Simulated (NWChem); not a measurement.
C4H6; SMILES CC#CC

All runs: NWChem. Geometry: optimised at PBE0/def2-SVP. Level: PBE/def2-SVP with SMD (1 M gas to 1 M solution), gas-phase geometry.

### Question
Estimate the computed values for solvent dimethyl sulfoxide. Quantities: solvation free energy (kcal/mol); cavity-dispersion-structure term (kcal/mol).

### Answer
```
Quantity                                     Result
-------------------------------------------  ------
solvation free energy (kcal/mol)               -2.8
cavity-dispersion-structure term (kcal/mol)     1.0
```
